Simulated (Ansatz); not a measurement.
in.yaml

```yaml
crystal:
  periodic: [false, false, false]
  atoms:
    - {symbol: C, position_ang: [0.000000, 0.000000, 0.135026]}
    - {symbol: P, position_ang: [0.000000, 0.000000, -1.221085]}
    - {symbol: H, position_ang: [0.000000, 0.000000, 1.086059]}
basis:
  gaussian: {orbitals: "6-31++G**"}
magnetization: {spin_polarized: false}
hamiltonian: {xc: {name: PBE}}
correlation: {method: ccsdt, electrons: outside_noble_gas}
scf: {lower_state_search: off}
```

```sh
$ ansatz run in.yaml --threads 1 --pin off --events-out ev --progress --plain --max-ram 2393MiB
```

(1) Roughly how long does this take on 1 thread of Arm Neoverse V1, shared host, and how much host memory?

```
these checks for a lower state are left out or cut short: stability, starts, cluster_reference, orbital_swaps, neighbouring_geometries, increment
736 factors; integrals over basis functions are off by at most 2.1e-7 eV
mean field evaluation 1: about -10315.7163 eV, gradient 8.0e1 eV
mean field evaluation 2: about -10315.7151 eV, gradient 8.0e1 eV
mean field evaluation 4: about -10330.7663 eV, gradient 1.8e1 eV
mean field evaluation 8: about -10332.0849 eV, gradient 1.0e-1 eV
mean field evaluation 16: about -10332.0852 eV, gradient 3.4e-6 eV
mean field -10332.08515384 eV, -379.6971260648 hartree, gradient 3.3e-6 eV, S^2 0.000000; 0 other end points of the search recorded, 0 dependent functions left out
6 core orbitals not correlated: weight in the atoms' cores, before any rotation towards them, 1.000 or more for the frozen orbitals, at most 0.000 for the correlated occupied ones
reference -10314.19467685 eV, -379.0396631620 hartree; 5, 5 occupied and 37, 37 virtual orbitals, 736 factors
second order -6.53554717 eV of doubles, -0.19458951 eV of singles
cycle   1  -6.67958151 eV  change    4.5e-2 eV  update   8.7e-2
cycle   2  -7.06769113 eV  change   -3.9e-1 eV  update   4.2e-2
cycle   3  -7.28269223 eV  change   -2.2e-1 eV  update   1.6e-2
cycle   4  -7.26562263 eV  change    1.7e-2 eV  update   4.3e-3
cycle   5  -7.26674730 eV  change   -1.1e-3 eV  update   2.1e-3
cycle   6  -7.27121282 eV  change   -4.5e-3 eV  update   7.9e-4
cycle   7  -7.27112080 eV  change    9.2e-5 eV  update   2.8e-4
cycle   8  -7.27090104 eV  change    2.2e-4 eV  update   8.4e-5
cycle   9  -7.27089317 eV  change    7.9e-6 eV  update   2.9e-5
cycle  10  -7.27089812 eV  change   -4.9e-6 eV  update   8.1e-6
cycle  11  -7.27090315 eV  change   -5.0e-6 eV  update   2.9e-6
cycle  12  -7.27090472 eV  change   -1.6e-6 eV  update   1.0e-6
cycle  13  -7.27090508 eV  change   -3.6e-7 eV  update   3.8e-7
Total energy: -10321.46558193 eV, -379.3068639953 hartree
Checks for a lower state left out: stability, starts, cluster_reference, orbital_swaps, neighbouring_geometries, increment
```

## Answers

(1) 3.1 s wall and 0.15 GiB.
